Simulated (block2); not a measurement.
# SF2 (sulfur difluoride): DMRG/ANO-RCC-MB

Aim: the vertical ionisation energy of SF2 (sulfur difluoride) at DMRG/ANO-RCC-MB, from 2 runs. Input form: a Python script.

The calculation is run with block2 0.5.4.

3 further runs of the same task are left out: 3 set aside as unsound or not needed.

**1. The molecule**

The species is SF2 (3 atoms), meant as a singlet with charge 0. SMILES: `FSF`. The shape is that of a PBE0-D4/def2-TZVP optimisation.

Bond lengths: F1–S2 1.590 Å, S2–F3 1.590 Å. Angles: F1–S2–F3 98.6°.

**2. The energy at DMRG/ANO-RCC-MB**

File block2_dmrg.py:

```python
import numpy as np
from pyscf import cc, dft, gto, mcscf, mp, scf
from pyblock2._pyscf.ao2mo import integrals as itg
from pyblock2.driver.core import DMRGDriver, SymmetryTypes

geom = """
F
S 1 1.590365
F 2 1.59036 1 98.62365
"""
mol = gto.M(
    atom=geom,
    basis="ano-rcc-mb",
    spin=0,
    verbose=3,
)
print("nao: %d" % (mol.nao))
mf = scf.RHF(mol)
mf.conv_tol = 1e-10
mf.max_cycle = 200
mf.kernel()
if not mf.converged:
    mf = mf.newton().run(mf.mo_coeff, mf.mo_occ)
print("SCF energy: %.10f" % (mf.e_tot))
ref = mf
pt = mp.MP2(ref, frozen=7).run()
mycc = cc.CCSD(ref, frozen=7)
mycc.max_cycle = 150
mycc.kernel()
print("MP2 total energy: %.10f" % (pt.e_tot))
if mycc.converged:
    print("CCSD total energy: %.10f" % (mycc.e_tot))
    print("E(CCSD(T)): %.10f" % (mycc.e_tot + mycc.ccsd_t()))
    print("T1 diagnostic: %.4f" % (mycc.get_t1_diagnostic()))
ks = dft.RKS(mol, xc="m06l").set(conv_tol=1e-9, verbose=3).run()
if ks.converged:
    print(f"E(M06-L): {ks.e_tot:.8f}")
ks = dft.RKS(mol, xc="hse06").set(conv_tol=1e-9, verbose=3).run()
if ks.converged:
    print(f"E(HSE06): {ks.e_tot:.8f}")
ks = dft.RKS(mol, xc="tpss").set(conv_tol=1e-9, verbose=3).run()
if ks.converged:
    print("E(TPSS): %.8f" % (ks.e_tot))
ks = dft.RKS(mol, xc="b3lyp").set(conv_tol=1e-9, verbose=3).run()
if ks.converged:
    print("E(B3LYP): %.8f" % (ks.e_tot))
occ_no, mo = mcscf.addons.make_natural_orbitals(mp.MP2(mf, frozen=7).run())
mf.mo_coeff = mo
ncas, n_elec, spin, ecore, h1e, g2e, orb_sym = itg.get_rhf_integrals(mf, ncore=7, ncas=12, pg_symm=False, g2e_symm=1)
driver = DMRGDriver(scratch="./tmp", symm_type=SymmetryTypes.SU2, stack_mem=1500 << 20, n_threads=1)
idx = driver.orbital_reordering(h1e, g2e, method="fiedler")
print("orbital order:", idx.tolist())
h1e = h1e[np.ix_(idx, idx)]
g2e = g2e[np.ix_(idx, idx, idx, idx)]
orb_sym = np.array(orb_sym)[idx]
driver.initialize_system(n_sites=ncas, n_elec=n_elec, spin=spin, orb_sym=orb_sym)
mpo = driver.get_qc_mpo(h1e=h1e, g2e=g2e, ecore=ecore, iprint=0)
occs = np.array([1.8] * 10 + [0.2] * 2)[idx]
ket = driver.get_random_mps(tag="GS", bond_dim=25, nroots=1, occs=occs)
bond_dims = [25] * 2 + [50] * 4 + [100] * 2
noises = [0.0001] * 2 + [0.0001] * 4 + [1e-05] * 2 + [0]
thrds = [1e-08] * 8
e = driver.dmrg(mpo, ket, n_sweeps=14, tol=1e-06, bond_dims=bond_dims, noises=noises, thrds=thrds, iprint=1)
ms, dws, es = driver.get_dmrg_results()
print("max discarded weight: %.3e" % (dws[-1]))
print("E(final): %.10f" % (e))
dm1 = driver.get_1pdm(ket)
print("natural occupations:", np.round(np.linalg.eigvalsh(dm1)[::-1], 5).tolist())
c_act = mf.mo_coeff[:, 7:19][:, idx]
dm_ao = c_act @ dm1 @ c_act.T + 2 * mf.mo_coeff[:, :7] @ mf.mo_coeff[:, :7].T
print("dipole moment (debye):", np.round(scf.hf.dip_moment(mol, dm_ao, verbose=0), 4).tolist())
print("max block entropy: %.4f" % (max(driver.get_bipartite_entanglement(ket))))
ci = mcscf.CASCI(mf, 12, (10, 10))
ci.fix_spin_(ss=0)
ci.fcisolver.conv_tol = 1e-10
ci.fcisolver.max_cycle = 200
ci.kernel()
print("exact diagonalisation: %.10f" % (ci.e_tot))
```

On the command line:

```
python block2_dmrg.py
```

What it wrote:

```text
nao: 19
converged SCF energy = -595.888841621589
SCF energy: -595.8888416216
E(RMP2) = -595.937694444738  E_corr = -0.0488528231488123
E(SCS-RMP2) = -595.943627212577  E_corr = -0.0547855909879638
E(CCSD) = -595.9549795070687  E_corr = -0.06613788547959781
MP2 total energy: -595.9376944447
CCSD total energy: -595.9549795071
CCSD(T) correction = -0.00196664668404325
E(CCSD(T)): -595.9569461538
T1 diagnostic: 0.0110
converged SCF energy = -597.350256795012
E(M06-L): -597.35025680
converged SCF energy = -597.112083889815
E(HSE06): -597.11208389
converged SCF energy = -597.449370620778
E(TPSS): -597.44937062
converged SCF energy = -597.424358571668
E(B3LYP): -597.42435857
E(RMP2) = -595.937694444738  E_corr = -0.0488528231488123
E(SCS-RMP2) = -595.943627212577  E_corr = -0.0547855909879638
orbital order: [11, 9, 8, 10, 6, 3, 2, 5, 7, 1, 0, 4]

Sweep =    0 | Direction =  forward | Bond dimension =   25 | Noise =  1.00e-04 | Dav threshold =  1.00e-08
Time elapsed =      0.125 | E =    -595.9485925272 | DW = 1.35248e-07

Sweep =    1 | Direction = backward | Bond dimension =   25 | Noise =  1.00e-04 | Dav threshold =  1.00e-08
Time elapsed =      0.390 | E =    -595.9573755465 | DE = -8.78e-03 | DW = 5.46348e-07

Sweep =    2 | Direction =  forward | Bond dimension =   50 | Noise =  1.00e-04 | Dav threshold =  1.00e-08
Time elapsed =      0.594 | E =    -595.9577834860 | DE = -4.08e-04 | DW = 7.62213e-09

Sweep =    3 | Direction = backward | Bond dimension =   50 | Noise =  1.00e-04 | Dav threshold =  1.00e-08
Time elapsed =      0.844 | E =    -595.9577868781 | DE = -3.39e-06 | DW = 8.12443e-09

Sweep =    4 | Direction =  forward | Bond dimension =   50 | Noise =  1.00e-04 | Dav threshold =  1.00e-08
Time elapsed =      1.084 | E =    -595.9577869018 | DE = -2.37e-08 | DW = 7.28302e-09

Sweep =    5 | Direction = backward | Bond dimension =   50 | Noise =  1.00e-04 | Dav threshold =  1.00e-08
Time elapsed =      1.321 | E =    -595.9577869018 | DE = -1.42e-14 | DW = 8.11750e-09

Sweep =    6 | Direction =  forward | Bond dimension =  100 | Noise =  1.00e-05 | Dav threshold =  1.00e-08
Time elapsed =      1.677 | E =    -595.9577869013 | DE = 4.99e-10 | DW = 7.65333e-17

Sweep =    7 | Direction = backward | Bond dimension =  100 | Noise =  1.00e-05 | Dav threshold =  1.00e-08
Time elapsed =      2.107 | E =    -595.9577869013 | DE = 1.42e-14 | DW = 1.63345e-14

Sweep =    8 | Direction =  forward | Bond dimension =  100 | Noise =  0.00e+00 | Dav threshold =  1.00e-07
Time elapsed =      2.401 | E =    -595.9577869013 | DE = -5.68e-14 | DW = 2.53004e-20

max discarded weight: 2.530e-20
E(final): -595.9577869013
natural occupations: [1.99976, 1.99962, 1.9996, 1.99959, 1.99707, 1.99647, 1.99329, 1.99174, 1.95554, 1.95144, 0.0583, 0.05758]
dipole moment (debye): [0.8232, 0.0, -0.9576]
max block entropy: 0.2779
CASCI E = -595.957786905822  E(CI) = -96.4473096991500  S^2 = 0.0000000
exact diagonalisation: -595.9577869058
```

It took 14 s on 1 thread of Intel Xeon Platinum 8488C (Sapphire Rapids), shared host; peak memory 0.32 GiB.

**3. The doublet cation: a single-point energy at DMRG/ANO-RCC-MB**

File mol.xyz:

```xyz
3
F2S
F      0.440140     1.116450     0.365400
S     -0.601990     0.126530    -0.315250
F      0.161840    -1.242970    -0.050150
```

File job.py:

```python
import numpy as np
from pyscf import cc, dft, gto, mcscf, mp, scf
from pyblock2._pyscf.ao2mo import integrals as itg
from pyblock2.driver.core import DMRGDriver, SymmetryTypes

mol = gto.M(atom="mol.xyz", basis="ano-rcc-mb", charge=1, spin=1, verbose=3)
print("nao                      = %d" % (mol.nao))
mf = scf.ROHF(mol)
mf.conv_tol = 1e-10
mf.max_cycle = 200
mf.kernel()
if not mf.converged:
    mf = mf.newton().run(mf.mo_coeff, mf.mo_occ)
print("E(SCF)                   = %.10f" % (mf.e_tot))
ref = scf.UHF(mol).run(mf.make_rdm1(), conv_tol=1e-10)
pt = mp.MP2(ref, frozen=7).run()
mycc = cc.CCSD(ref, frozen=7)
mycc.max_cycle = 150
mycc.kernel()
print(f"MP2 total energy         = {pt.e_tot:.10f}")
if mycc.converged:
    print(f"E(CCSD)                  = {mycc.e_tot:.10f}")
    print(f"E(CCSD(T))               = {mycc.e_tot + mycc.ccsd_t():.10f}")
ks = dft.UKS(mol, xc="m06l").set(conv_tol=1e-9, verbose=3).run(mf.make_rdm1())
if ks.converged:
    print(f"E(M06-L)                 = {ks.e_tot:.8f}")
ks = dft.UKS(mol, xc="hse06").set(conv_tol=1e-9, verbose=3).run(mf.make_rdm1())
if ks.converged:
    print(f"E(HSE06)                 = {ks.e_tot:.8f}")
ks = dft.UKS(mol, xc="tpss").set(conv_tol=1e-9, verbose=3).run(mf.make_rdm1())
if ks.converged:
    print("E(TPSS)                  = %.8f" % (ks.e_tot))
ks = dft.UKS(mol, xc="b3lyp").set(conv_tol=1e-9, verbose=3).run(mf.make_rdm1())
if ks.converged:
    print("E(B3LYP)                 = %.8f" % (ks.e_tot))
occ_no, mo = mcscf.addons.make_natural_orbitals(mp.MP2(mf.to_uhf(), frozen=7).run())
mf.mo_coeff = mo
ncas, n_elec, spin, ecore, h1e, g2e, orb_sym = itg.get_rhf_integrals(mf, ncore=7, ncas=12, pg_symm=False, g2e_symm=1)
driver = DMRGDriver(scratch="./tmp", symm_type=SymmetryTypes.SU2, stack_mem=1500 << 20, n_threads=1)
idx = driver.orbital_reordering(h1e, g2e, method="fiedler")
print("orbital order:", idx.tolist())
h1e = h1e[np.ix_(idx, idx)]
g2e = g2e[np.ix_(idx, idx, idx, idx)]
orb_sym = np.array(orb_sym)[idx]
driver.initialize_system(n_sites=ncas, n_elec=n_elec, spin=spin, orb_sym=orb_sym)
mpo = driver.get_qc_mpo(h1e=h1e, g2e=g2e, ecore=ecore, iprint=1)
occs = np.array([1.8] * 9 + [1.0] * 1 + [0.2] * 2)[idx]
ket = driver.get_random_mps(tag="GS", bond_dim=50, nroots=1, occs=occs)
bond_dims = [50] * 4 + [100] * 4
noises = [0.0001] * 4 + [1e-05] * 4 + [0]
thrds = [1e-09] * 8
e = driver.dmrg(mpo, ket, n_sweeps=14, tol=1e-06, bond_dims=bond_dims, noises=noises, thrds=thrds, iprint=1)
ms, dws, es = driver.get_dmrg_results()
print("discarded weight         = %.3e" % (dws[-1]))
print(f"E(final)                 = {e:.10f}")
dm1 = driver.get_1pdm(ket)
print("NOONs                    =", np.round(np.linalg.eigvalsh(dm1)[::-1], 5).tolist())
c_act = mf.mo_coeff[:, 7:19][:, idx]
dm_ao = c_act @ dm1 @ c_act.T + 2 * mf.mo_coeff[:, :7] @ mf.mo_coeff[:, :7].T
print("dipole moment (debye)    =", np.round(scf.hf.dip_moment(mol, dm_ao, verbose=0), 4).tolist())
print(f"max block entropy        = {max(driver.get_bipartite_entanglement(ket)):.4f}")
csf, coef = driver.get_csf_coefficients(ket, cutoff=0.05, iprint=1)
print(f"leading coefficient squared = {np.max(np.abs(coef)) ** 2:.4f}")
ci = mcscf.CASCI(mf, 12, (10, 9))
ci.fix_spin_(ss=0.75)
ci.fcisolver.conv_tol = 1e-10
ci.fcisolver.max_cycle = 200
ci.kernel()
print("FCI energy               = %.10f" % (ci.e_tot))
```

On the command line:

```
python job.py
```

What it wrote:

```text
nao                      = 19
converged SCF energy = -595.45069959396
E(SCF)                   = -595.4506995940
converged SCF energy = -595.451579666255  <S^2> = 0.75756471  2S+1 = 2.0075505
E(UMP2) = -595.52412187933  E_corr = -0.0725422130754625
E(SCS-UMP2) = -595.527210280752  E_corr = -0.075630614497409
E(UCCSD) = -595.54748646471  E_corr = -0.09590679845510779
MP2 total energy         = -595.5241218793
E(CCSD)                  = -595.5474864647
UCCSD(T) correction = -0.00606015772678654
E(CCSD(T))               = -595.5535466224
converged SCF energy = -596.910361113154  <S^2> = 0.75045141  2S+1 = 2.0004514
E(M06-L)                 = -596.91036111
converged SCF energy = -596.665799754025  <S^2> = 0.7504447  2S+1 = 2.0004447
E(HSE06)                 = -596.66579975
converged SCF energy = -597.015210766413  <S^2> = 0.75030859  2S+1 = 2.0003086
E(TPSS)                  = -597.01521077
converged SCF energy = -596.977929698835  <S^2> = 0.75029655  2S+1 = 2.0002965
E(B3LYP)                 = -596.97792970
E(UMP2) = -595.524174192286  E_corr = -0.0734745983265769
E(SCS-UMP2) = -595.526928547053  E_corr = -0.0762289530937635
orbital order: [9, 5, 6, 1, 0, 3, 2, 4, 8, 7, 10, 11]
integral symmetrize error =  0.0
integral cutoff error =  0.0
mpo terms =      12283

[... 39 lines left out ...]
Sweep =    7 | Direction = backward | Bond dimension =  100 | Noise =  1.00e-05 | Dav threshold =  1.00e-09
Time elapsed =      4.225 | E =    -595.5564480896 | DE = -5.39e-10 | DW = 2.07370e-09

Sweep =    8 | Direction =  forward | Bond dimension =  100 | Noise =  0.00e+00 | Dav threshold =  1.00e-07
Time elapsed =      4.769 | E =    -595.5564480895 | DE = 1.31e-10 | DW = 4.88449e-20

discarded weight         = 4.884e-20
E(final)                 = -595.5564480895
NOONs                    = [1.9994, 1.99925, 1.99532, 1.99036, 1.98847, 1.98231, 1.97409, 1.9377, 1.9348, 1.04236, 0.07945, 0.07649]
dipole moment (debye)    = [-2.6782, 0.5629, -1.4025]
max block entropy        = 0.5166
mps center changed (temporarily)
DTRIE T =      0.001
Number of CSF =         14 (cutoff =      0.05)
Sum of weights of included CSF =    0.974803562261704

CSF          0 -22222222200  =    0.936559465091272
CSF          1 2-2222222200  =   -0.140052885647814
CSF          2 -2222222+-+-  =    0.126651372266497
CSF          3 22-22222+2-0  =   -0.098130571238265
CSF          4 22-222222+0-  =   -0.094636800694536
CSF          5 2-2222222+-0  =   -0.089813057207188
CSF          6 2-222222+20-  =   -0.076733105673732
CSF          7 -22222222002  =   -0.073504462017841
CSF          8 -22222220220  =   -0.072362104643055
CSF          9 -22222222020  =   -0.068102079544467
CSF         10 -222222+2+--  =   -0.062799501534871
CSF         11 -22222220202  =   -0.061968075897561
CSF         12 -222222+220-  =   -0.059828416276818
CSF         13 -2222+2222-0  =   -0.053142537999722
leading coefficient squared = 0.8771
CASCI E = -595.556448090354  E(CI) = -96.0443140581174  S^2 = 0.7500000
FCI energy               = -595.5564480904
```

Wall time 20 s (1 thread of Intel Xeon Platinum 8488C (Sapphire Rapids), shared host); peak memory 0.34 GiB.

**4. Results**

At DMRG/ANO-RCC-MB, 7 core orbitals frozen:

| quantity | value |
| --- | --- |
| run 1, DMRG/ANO-RCC-MB: total energy | -595.95779 Eh |
| run 1, DMRG/ANO-RCC-MB: dipole moment (of the density that the program reports) | 1.26 D |
| run 1, DMRG/ANO-RCC-MB: T1 diagnostic of the CCSD step | 0.011 |
| doublet cation: total energy | -595.55645 Eh |
| vertical ionisation energy (to the doublet cation) | 10.921 eV |

The vertical ionisation energy comes to 10.92 eV (1054 kJ/mol). In a minimal basis such a difference can be off by several eV, whatever the method. The basis (run 1, DMRG/ANO-RCC-MB) was made for a relativistic Hamiltonian, but the run is non-relativistic. The basis (doublet cation) was made for a relativistic Hamiltonian, but the run is non-relativistic.
